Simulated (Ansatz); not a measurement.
```xyz
2

P    -0.0354    0.0345   -0.9531
P    -0.0037   -0.0377    0.9781
```

Basis set: 6-31G* (spherical functions). Frozen core: 10 orbitals. Charge 0, multiplicity 1.

Computed with Ansatz (development build ahead of 0.2.0); free ground-state atoms in the same class of orbitals, no zero-point energy, no relativity.

The atomization energy of singlet P₂ from measured heats of formation, zero-point and thermal terms removed is 5.084 eV (G2/97 set, Curtiss et al., J. Chem. Phys. 106, 1063 (1997), as shipped with ASE); it holds spin-orbit and other relativistic effects.

Q: How far do RHF-MP2, RHF miss it in this basis?

A:

| method | atomization energy (eV) | computed − measured (eV) |
| --- | --- | --- |
| RHF-MP2 | 4.033 | -1.051 |
| RHF | 1.097 | -3.987 |

Caution: in another basis set an unrestricted determinant lies well below.
